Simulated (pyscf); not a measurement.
Single points on ωB97X-D3(BJ)/def2-SVP structures (PySCF, gas phase).

**Question.** Estimate the classical barrier height and the reaction energy of HF (SMILES F) + F–Mo(F)(F)(F)(F)–SH (SMILES [F][Mo]([F])([F])([F])([F])[SH]) → F–Mo(F)(F)(F)(F)–F (SMILES [F][Mo]([F])([F])([F])([F])[F]) + H₂S (SMILES S) at ωB97M-D3(BJ)/def2-TZVP. The step runs on the singlet surface, breaks F–H, Mo–S and forms F–Mo, H–S; take the separated reactants as zero.

**Answer.** ΔE‡ = 9.7 kcal/mol, ΔE = -13.5 kcal/mol. Zero-point energy shifts the barrier by -0.1 kcal/mol. It is a four-centre exchange, with an imaginary mode of 805i cm⁻¹. On the product side the descent ends in an adduct with a Mo–S contact, 3.1 kcal/mol over the separated species and 17.8 kcal/mol under the saddle at ωB97X-D3(BJ)/def2-TZVP. What is counted as broken (Mo–S) persists as a longer contact in the product adduct; parting that adduct is a step of its own. One saddle was located; it need not be the lowest between these sides. Elements past Kr carry the def2 core potentials, without spin-orbit coupling.
